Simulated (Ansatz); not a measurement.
Input for Ansatz (a first-principles code): R-SVWN5/def2-TZVPPD on C2H4 (SMILES C=C) with ghost functions. Files ending in .json are basis or fitting sets from the Basis Set Exchange.

Ansatz 0.2 input:
```yaml
crystal:
  periodic: [false, false, false]
  atoms:
    - {symbol: C, position_ang: [-0.47192500, 0.47192500, 1.85911100]}
    - {symbol: C, position_ang: [0.47192500, -0.47192500, 1.85911100]}
    - {symbol: H, position_ang: [-0.87242200, 0.87242200, 0.93612500]}
    - {symbol: H, position_ang: [0.87242200, -0.87242200, 0.93612500]}
    - {symbol: H, position_ang: [-0.87046400, 0.87046400, 2.78330800]}
    - {symbol: H, position_ang: [0.87046400, -0.87046400, 2.78330800]}
basis:
  gaussian:
    orbitals: def2-TZVPPD.json
    ghost_atoms:
      - {symbol: C, position_ang: [-0.47192500, -0.47192500, -1.85911100]}
      - {symbol: C, position_ang: [0.47192500, 0.47192500, -1.85911100]}
      - {symbol: H, position_ang: [-0.87242200, -0.87242200, -0.93612500]}
      - {symbol: H, position_ang: [0.87242200, 0.87242200, -0.93612500]}
      - {symbol: H, position_ang: [-0.87046400, -0.87046400, -2.78330800]}
      - {symbol: H, position_ang: [0.87046400, 0.87046400, -2.78330800]}
hamiltonian:
  xc: {name: SVWN5}
scf: {lower_state_search: off}
```

Output:

```
WARN ansatz: RAYON_NUM_THREADS=2 ignored (pool sized by the plan → 2); use --threads N
Functional definition: SVWN5
these checks for a lower state are left out or cut short: stability, starts, cluster_reference, orbital_swaps, neighbouring_geometries, increment
integrals: 0.16 GiB planned
1104 factors; their error is unknown
mean field: 1.45 GiB planned
mean field evaluation 1: about -2110.0320 eV, gradient 5.9e1 eV
mean field evaluation 2: about -2097.9344 eV, gradient 8.7e1 eV
mean field evaluation 4: about -2118.5852 eV, gradient 9.5e-1 eV
mean field evaluation 8: about -2118.5725 eV, gradient 5.0e-1 eV
mean field evaluation 16: about -2118.5728 eV, gradient 2.0e-6 eV
mean field -2118.57279507 eV, -77.8561141987 hartree, gradient 2.4e-6 eV, S^2 0.000000; 0 other end points of the search recorded, 0 dependent functions left out
reference -2118.57283148 eV, -77.8561155366 hartree; 8, 8 occupied and 276, 276 virtual orbitals, 1104 factors
Total energy: -2118.57283148 eV, -77.8561155366 hartree
Checks for a lower state left out: stability, starts, cluster_reference, orbital_swaps, neighbouring_geometries, increment
```

The run converged.

Cost: about 1.3 core-seconds (a rough figure).
